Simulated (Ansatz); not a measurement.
`COCCC#N` + H₂ → `CCC#N` + CH₃OH at 600 K and 1 bar (hydrogenolysis of a C–O bond).

Isolated molecules relaxed with PBE0-D4/def2-TZVP in Ansatz; ΔE leaves out vibrations. CCSD(T)/CBS is the MP2 limit (def2-TZVPP, def2-QZVPP) plus CCSD(T) − MP2 in def2-TZVPP, frozen cores. This one scheme is used for every species. One conformer a species, not always the lowest.

```json
{"species": "`COCCC#N`", "CCSD(T)/CBS energy (Eh)": "-286.26223", "H − E (kJ/mol)": "345.6", "S (J/(mol·K))": "438.1"}
{"species": "H₂", "CCSD(T)/CBS energy (Eh)": "-1.17544", "H − E (kJ/mol)": "43.9", "S (J/(mol·K))": "150.8"}
{"species": "`CCC#N`", "CCSD(T)/CBS energy (Eh)": "-171.85534", "H − E (kJ/mol)": "238.6", "S (J/(mol·K))": "348.1"}
{"species": "CH₃OH", "CCSD(T)/CBS energy (Eh)": "-115.61712", "H − E (kJ/mol)": "163.6", "S (J/(mol·K))": "277.3"}
```

H − E and S are ideal-gas, rigid-rotor, harmonic terms from PBE0-D4/def2-TZVP, for one conformer and one mirror image of each species. For small species the MP2-based limit differs from directly extrapolated CCSD(T) by up to some mEh (0.8 for H₂); such offsets cancel only in part. 1 Eh = 2625.50 kJ/mol, R = 8.31446 J/(mol·K).

By hand: ΔE, ΔH, ΔS and ΔG.

ΔE = (-171.85534) + (-115.61712) − (-286.26223) − (-1.17544) = -0.03479 Eh = -91.3 kJ/mol. Δ(H − E) = 238.6 + 163.6 − 345.6 − 43.9 = 12.7, so ΔH = -78.6 kJ/mol. ΔS = 348.1 + 277.3 − 438.1 − 150.8 = 36.5 J/(mol·K). ΔG = -78.6 − 600 × (36.5)/1000 = -100.5 kJ/mol.

By hand: the equilibrium constant, and the temperature at which ΔG would vanish if ΔH and ΔS stayed fixed.

log₁₀ K = −ΔG/(RT ln 10) = 8.7. ΔH and −TΔS have one sign here, so there is no such temperature.

ΔH outweighs TΔS. A doubt of 5 kJ/mol in ΔE shifts log₁₀ K by 0.4 here. Other conformers and mirror images would add mixing entropy, several J/(mol·K) or more a flexible species. These are equilibria of isolated gas molecules and say nothing of rates. Largest T1 diagnostic: 0.012 (customary marks: 0.02 for closed shells, 0.045 for open ones).
